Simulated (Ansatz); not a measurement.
Reaction (hydrogenolysis of a C–S bond): `C=CC(F)S` + H₂ → `C=CCF` + H₂S

Calculated with Ansatz (gas phase, PBE0-D4/def2-TZVP geometries, no zero-point term in ΔE). CBS: MP2 limit from def2 TZ/QZ plus the TZ coupled-cluster correction, frozen cores. This one scheme is used for every species. DFT in def2-TZVPP. B3LYP here is the variant with VWN-RPA as its local correlation; programs differ in this. Each species was taken in one conformer, which may not be the lowest.

`C=CC(F)S`:

Cartesian coordinates in Å:
```
C -1.262 0.243 -0.865
C -0.205 -0.453 -0.476
C 0.998 0.147 0.163
F 0.929 1.520 0.149
S 1.249 -0.479 1.840
H -1.302 1.319 -0.751
H -2.116 -0.250 -1.312
H -0.164 -1.531 -0.592
H 1.910 -0.140 -0.371
H -0.037 -0.377 2.214
```

H₂:

Cartesian coordinates in Å:
```
H -0.030 0.097 0.359
H 0.030 -0.097 -0.359
```

`C=CCF`:

```xyz
9

C    -0.552    1.005    0.769
C     0.356    0.101    0.439
C     0.275   -0.792   -0.747
F    -0.870   -0.573   -1.480
H    -0.431    1.625    1.649
H    -1.441    1.150    0.168
H     1.247   -0.038    1.048
H     1.135   -0.633   -1.409
H     0.281   -1.845   -0.437
```

H₂S:

Z-matrix (Å, degrees):
```
S
H 1 1.341
H 1 1.341 2 92.3
```

(1) Is it downhill or uphill in electronic energy at CCSD(T)/CBS, and by how much? (Estimate.)

(2) What do these levels give: PBE-D4, B3LYP-D4, B3LYP, HF/def2-TZVPP, MP2/def2-TZVPP, CCSD/CBS(def2)? (An estimate is asked.)

Largest T1 diagnostic among the species: 0.012.

Results:

(1) Computed: Downhill: ΔE = -58.3 kJ/mol.

(2) The calculation gave: PBE-D4 -49.3, B3LYP-D4 -58.4, B3LYP -69.2, HF/def2-TZVPP -89.3, MP2/def2-TZVPP -53.9, CCSD/CBS(def2) -65.7 kJ/mol.

From PBE to PBE0 (25 % exact exchange), in def2-TZVPP and without D4, ΔE moves by −7.3 kJ/mol. The D4 term adds +10.7 kJ/mol with B3LYP and +5.7 kJ/mol with PBE0; it sums over pairs of atoms, weighted by their polarisabilities, and B3LYP, whose exchange is more repulsive, gets the larger term.
